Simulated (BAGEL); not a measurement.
**UHF/STO-3G (density fitting with qzvpp-jkfit) run of C3H3N+ (SMILES [CH2+][CH]C#N)**

What is the energy change on altering one bond length of C3H3N+ at UHF/STO-3G (density fitting with qzvpp-jkfit)? 

The results are computed with BAGEL 1.2.2.

3 further runs of the same task are left out: 1 that didn't finish, 2 set aside as unsound or not needed.

## Step 1: Starting point

C3H3N+: 7 atoms, total charge +1, spin state doublet. SMILES: `[CH2+][CH]C#N`. The shape is that of a GFN2-xTB optimisation. This is one conformer, not always the lowest.

Bond lengths: C1–C2 1.324 Å, C2–C3 1.414 Å, C3–N4 1.140 Å, C1–H5 1.092 Å, C1–H6 1.091 Å, C2–H7 1.098 Å. Angles: C1–C2–C3 125.3°, C2–C3–N4 173.1°, C1–C2–H7 123.9°, C3–C2–H7 110.8°, C2–C1–H5 122.2°, C2–C1–H6 124.7°, H5–C1–H6 113.0°.

## Step 2: A single-point energy at UHF/STO-3G (density fitting with qzvpp-jkfit)

input.json

```json
{ "bagel" : [

{
  "title" : "molecule",
  "basis" : "sto-3g",
  "df_basis" : "qzvpp-jkfit",
  "angstrom" : true,
  "geometry" : [
    { "atom" : "C", "xyz" : [      -0.506250,       0.917780,      -0.035880 ] },
    { "atom" : "C", "xyz" : [       0.457630,       0.011940,      -0.095720 ] },
    { "atom" : "C", "xyz" : [       0.284180,      -1.380130,       0.083390 ] },
    { "atom" : "N", "xyz" : [       0.128440,      -2.474560,       0.362180 ] },
    { "atom" : "H", "xyz" : [      -0.399980,       1.910650,      -0.477810 ] },
    { "atom" : "H", "xyz" : [      -1.478480,       0.760950,       0.432980 ] },
    { "atom" : "H", "xyz" : [       1.514460,       0.253370,      -0.269140 ] }
  ]
},

{ "title" : "uhf", "charge" : 1, "nopen" : 1 },

{ "title" : "print", "file" : "orbitals.molden", "orbitals" : true }

]}
```

Run with:

```console
$ BAGEL_NUM_THREADS=1 BAGEL input.json > input.out
```

The program printed:

```text
* using 1 threads per process

  ===============================================================
  ===============================================================

  *** Geometry ***

  { "atom" : "C", "xyz" : [     -0.956674,      1.734353,     -0.067803 ] },
  { "atom" : "C", "xyz" : [      0.864795,      0.022563,     -0.180885 ] },
  { "atom" : "C", "xyz" : [      0.537022,     -2.608068,      0.157584 ] },
  { "atom" : "N", "xyz" : [      0.242716,     -4.676241,      0.684421 ] },
  { "atom" : "H", "xyz" : [     -0.755853,      3.610605,     -0.902930 ] },
  { "atom" : "H", "xyz" : [     -2.793922,      1.437987,      0.818214 ] },
  { "atom" : "H", "xyz" : [      2.861915,      0.478800,     -0.508601 ] },

  Number of auxiliary basis functions:      356

  Since a DF basis is specified, we compute 2- and 3-index integrals:
    o Being stored without compression. Storage requirement is 0.002 GB

  Number of basis functions:       23
  Number of electrons      :       28

    * METHOD: MOLECULE                             0.08

  *** Open-shell HF ***

  === Nuclear Repulsion ===
    90.7743910402

      * DIIS with orbital gradients will be used.

  === UHF iteration (sto-3g) ===
      0       -167.10553944          0.07498948           0.01
      1       -167.18739915          0.06220979           0.01
      2       -167.21825963          0.05781750           0.01
      3       -167.31051287          0.00277307           0.01
      4       -167.31223089          0.00113459           0.01
      5       -167.31301855          0.00061492           0.01
      6       -167.31369731          0.00046998           0.01
      7       -167.31414230          0.00038894           0.01
      8       -167.31482758          0.00028142           0.01
      9       -167.31531863          0.00013804           0.01
     10       -167.31545584          0.00009827           0.01
     11       -167.31557883          0.00007618           0.01
     12       -167.31567047          0.00005629           0.01
     13       -167.31576698          0.00002404           0.01
     14       -167.31577395          0.00001141           0.01
     15       -167.31577399          0.00000626           0.01
     16       -167.31577405          0.00000364           0.01
     17       -167.31577410          0.00000244           0.01
     18       -167.31577414          0.00000146           0.01
     19       -167.31577414          0.00000086           0.01
     20       -167.31577414          0.00000047           0.01
     21       -167.31577414          0.00000039           0.01
     22       -167.31577414          0.00000033           0.01
     23       -167.31577414          0.00000028           0.01
     24       -167.31577414          0.00000021           0.01
     25       -167.31577414          0.00000010           0.01
     26       -167.31577414          0.00000005           0.01
     27       -167.31577414          0.00000003           0.01
     28       -167.31577414          0.00000002           0.01
     29       -167.31577414          0.00000002           0.01
     30       -167.31577414          0.00000001           0.01
    * SCF iteration converged.

    * S^2 (UHF) is 0.9186

    * Permanent dipole moment:
           (    0.124523,    -2.186700,     0.330153) a.u.

    * METHOD: UHF                                  0.36

    * METHOD: PRINT                                0.00

  ===============================================================
```

It took 0.59 s on 1 thread of Arm Neoverse V1, shared host.

## Step 3: The distorted shape at the same level

input.json

```json
{ "bagel" : [

{
  "title" : "molecule",
  "basis" : "sto-3g",
  "df_basis" : "qzvpp-jkfit",
  "angstrom" : true,
  "geometry" : [
    { "atom" : "C", "xyz" : [      -0.020109,       0.996199,      -0.270323 ] },
    { "atom" : "C", "xyz" : [       0.943771,       0.090359,      -0.330163 ] },
    { "atom" : "C", "xyz" : [       0.770321,      -1.301711,      -0.151053 ] },
    { "atom" : "N", "xyz" : [       0.614581,      -2.396141,       0.127737 ] },
    { "atom" : "H", "xyz" : [       0.086161,       1.989069,      -0.712253 ] },
    { "atom" : "H", "xyz" : [      -1.478480,       0.760950,       0.432980 ] },
    { "atom" : "H", "xyz" : [       2.000601,       0.331789,      -0.503583 ] }
  ]
},

{
  "title" : "uhf",
  "charge" : 1,
  "nopen" : 1
},

{
  "title" : "print",
  "file" : "orbitals.molden",
  "orbitals" : true
}

]}
```

Run with:

```console
$ BAGEL_NUM_THREADS=1 BAGEL input.json > input.out
```

The program printed:

```text
* using 1 threads per process

  ===============================================================
  ===============================================================

  *** Geometry ***

  { "atom" : "C", "xyz" : [     -0.038001,      1.882543,     -0.510836 ] },
  { "atom" : "C", "xyz" : [      1.783469,      0.170754,     -0.623918 ] },
  { "atom" : "C", "xyz" : [      1.455696,     -2.459877,     -0.285449 ] },
  { "atom" : "N", "xyz" : [      1.161390,     -4.528050,      0.241388 ] },
  { "atom" : "H", "xyz" : [      0.162821,      3.758796,     -1.345963 ] },
  { "atom" : "H", "xyz" : [     -2.793922,      1.437987,      0.818214 ] },
  { "atom" : "H", "xyz" : [      3.780588,      0.626990,     -0.951634 ] },

  Number of auxiliary basis functions:      356

  Since a DF basis is specified, we compute 2- and 3-index integrals:
    o Being stored without compression. Storage requirement is 0.002 GB

  Number of basis functions:       23
  Number of electrons      :       28

    * METHOD: MOLECULE                             0.09

  *** Open-shell HF ***

  === Nuclear Repulsion ===
    89.2822045224

      * DIIS with orbital gradients will be used.

  === UHF iteration (sto-3g) ===
      0       -166.96641552          0.08011388           0.01
      1       -167.05715251          0.06614101           0.01
      2       -167.09393227          0.06109780           0.01
      3       -167.19874542          0.00317691           0.01
      4       -167.20059735          0.00139863           0.01
      5       -167.20157425          0.00067942           0.01
      6       -167.20234770          0.00053850           0.01
      7       -167.20297586          0.00046438           0.01
      8       -167.20370997          0.00036688           0.01
      9       -167.20470102          0.00025569           0.01
[... 31 lines of this table left out ...]
     41       -167.20688722          0.00000002           0.01
     42       -167.20688722          0.00000001           0.01
     43       -167.20688722          0.00000001           0.01
     44       -167.20688722          0.00000001           0.01
    * SCF iteration converged.

    * S^2 (UHF) is 1.0685

    * Permanent dipole moment:
           (    0.437787,    -2.297454,     0.200740) a.u.

    * METHOD: UHF                                  0.51

    * METHOD: PRINT                                0.00

  ===============================================================
```

It took 0.73 s on 1 thread of Arm Neoverse V1, shared host.

## Step 4: What came out

Level: UHF/STO-3G (density fitting with qzvpp-jkfit).

| quantity | value |
| --- | --- |
| first shape: total energy | -167.31577 Eh |
| first shape: ⟨S²⟩ | 0.919 |
| distorted shape: total energy | -167.20689 Eh |
| distorted shape: ⟨S²⟩ | 1.069 |
| energy change with the C1–H6 bond stretched from 1.091 to 1.636 Å | 2.963 eV |

What this shows: With the C1–H6 bond stretched from 1.091 to 1.636 Å the energy rises by 2.96 eV (286 kJ/mol). The first shape isn't relaxed at this level, so the change isn't measured from a minimum. The minimal basis adds a large error of its own. ⟨S²⟩ (first shape) is 0.92 where a pure doublet has 0.75: the reference is spin-contaminated. ⟨S²⟩ (distorted shape) is 1.07 where a pure doublet has 0.75: the reference is spin-contaminated.
